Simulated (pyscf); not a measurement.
# Four-centre exchange: H₃C–GaH–CH₃ + H₂ -> H₃C–GaH–CH₃ + H₂

Gas phase, singlet surface, charge 0. Bonds broken: Ga2–H11, H7–H12. Bonds formed: Ga2–H7, H11–H12. Structures and frequencies: ωB97X-D3(BJ)/def2-SVP in PySCF.

Transition state (Å):

```xyz
12

C     -2.1503     1.5762     0.1527
Ga    -0.6892     0.2916     0.3805
C     -0.1494    -1.4195    -0.4053
H     -2.1774     1.9590    -0.8791
H     -3.1222     1.1053     0.3667
H     -2.0236     2.4306     0.8342
H      0.7927     1.2291     0.6591
H      0.7768    -1.7847     0.0630
H      0.0287    -1.3144    -1.4866
H     -0.9320    -2.1803    -0.2615
H     -0.3378     0.2033     2.1185
H      0.4072     0.7994     1.5866
```

One imaginary mode, 1446i cm⁻¹; descent along it reached the two sides named.

```csv
bond,change,reactant side (Å),saddle,product side
Ga2–H11,breaks,1.579,1.775,2.518
H7–H12,breaks,0.763,1.092,2.7
Ga2–H7,forms,2.520,1.776,1.579
H11–H12,forms,2.7,1.092,0.763
```

Electronic energies relative to the separated reactants (eV):

```tsv
level	barrier	reaction energy	reverse barrier
ωB97X-D3(BJ)/def2-TZVP	1.18	0.00	1.18
PBE/def2-TZVP	0.92	0.00	0.92
r²SCAN/def2-TZVP	0.95	0.00	0.95
B3LYP-D3(BJ)/def2-TZVP	1.14	0.00	1.14
PBE0-D3(BJ)/def2-TZVP	0.98	0.00	0.98
M06-2X/def2-TZVP	1.20	0.00	1.20
ωB97M-D3(BJ)/def2-TZVP	1.18	0.00	1.18
HF/def2-TZVP	1.74	0.00	1.74
```

With ωB97M-D3(BJ)/def2-TZVP energies and thermal terms (ideal gas, 1 atm, RRHO with modes under 100 cm⁻¹ raised to 100, one conformer, R ln 2 for chiral ones without a mode under 150 cm⁻¹), in eV:

| T (K) | ΔH‡ | ΔG‡ | ΔH | ΔG |
|---|---|---|---|---|
| 298 | 1.23 | 1.63 | 0.00 | 0.00 |
| 600 | 1.18 | 2.05 | 0.00 | 0.00 |
| 900 | 1.17 | 2.49 | 0.00 | 0.00 |
| 1200 | 1.17 | 2.93 | 0.00 | 0.00 |

At the saddle there is also a short Ga–H contact that neither side keeps. This is the saddle that the search found; another between the same sides may lie lower. Elements up to Kr have no core potential and no relativistic terms here.
